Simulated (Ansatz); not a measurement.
# Smallest direct gap on the k points sampled of Mg₂GeSe₄ (Pnma, No. 62) at several levels of theory

No measured value is used here.

| level (code) | value (eV) |
|---|---|
| r²SCAN+SOC (Ansatz) | 1.92 |
| HSE06 (Ansatz) | 2.55 |
| PBE0 (Ansatz) | 3.23 |

Computed values are for a static lattice. Spin–orbit coupling is included only where a level's name says +SOC; with heavier elements it mostly lowers gaps and can invert bands.  Values are at a fixed cell, not relaxed at this level and not confirmed as the measured one. Cutoffs differ between the levels. Ansatz's density-functional and Hartree–Fock values are scalar-relativistic unless marked +SOC, with PAW data made under PBE.

Ansatz is a quantum-chemistry and plane-wave program.
